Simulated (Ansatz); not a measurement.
The inner images of a band of BFH2 + H2 (6 atoms, charge 0, multiplicity 1) are given out of order.

These are results of RKS PBE0-D4/def2-SVP (Ansatz), not measurements.

Image 0:

```xyz
6
Properties=species:S:1:pos:R:3
B -0.009 0.450 0.025
F -0.019 0.904 1.262
H 1.064 0.296 -0.511
H -1.074 0.230 -0.504
H 0.080 -2.372 0.655
H 0.071 -2.034 1.337
```

Image 6:

```xyz
6
Properties=species:S:1:pos:R:3
B 0.014 -0.351 -0.216
F 0.010 -0.047 1.657
H 1.040 0.218 -0.502
H -1.045 0.156 -0.497
H 0.051 -1.562 -0.090
H 0.041 -0.939 1.912
```

Question: Put them in order from the first end to the last, with their energies above the first end.
A.
```xyz
6
Properties=species:S:1:pos:R:3
B -0.005 0.309 0.087
F -0.016 0.823 1.304
H 1.066 0.145 -0.449
H -1.067 0.081 -0.442
H 0.074 -2.058 0.520
H 0.059 -1.826 1.245
```
B.
```xyz
6
Properties=species:S:1:pos:R:3
B 0.013 -0.233 0.021
F 0.011 0.063 1.623
H 1.061 0.110 -0.456
H -1.056 0.056 -0.448
H 0.046 -1.519 0.285
H 0.036 -1.003 1.239
```
C.
```xyz
6
Properties=species:S:1:pos:R:3
B 0.002 0.149 0.152
F -0.009 0.623 1.398
H 1.064 0.059 -0.419
H -1.057 -0.002 -0.414
H 0.061 -1.803 0.413
H 0.051 -1.551 1.134
```
D.
```xyz
6
Properties=species:S:1:pos:R:3
B 0.009 -0.051 0.172
F 0.002 0.337 1.518
H 1.055 0.057 -0.434
H -1.044 0.003 -0.429
H 0.049 -1.605 0.356
H 0.042 -1.266 1.081
```
E.
```xyz
6
Properties=species:S:1:pos:R:3
B 0.014 -0.322 -0.136
F 0.011 -0.014 1.688
H 1.054 0.177 -0.480
H -1.054 0.117 -0.473
H 0.049 -1.531 0.110
H 0.037 -0.953 1.555
```

Answer: A (+0.3 kcal/mol), C (+2.7 kcal/mol), D (+14.1 kcal/mol), B (+34.5 kcal/mol), E (+28.9 kcal/mol).

The run took 39 s on 1 thread of AMD EPYC 7R43 64-Core Processor (Zen 3), with other jobs on the host, peak memory 0.11 GiB.
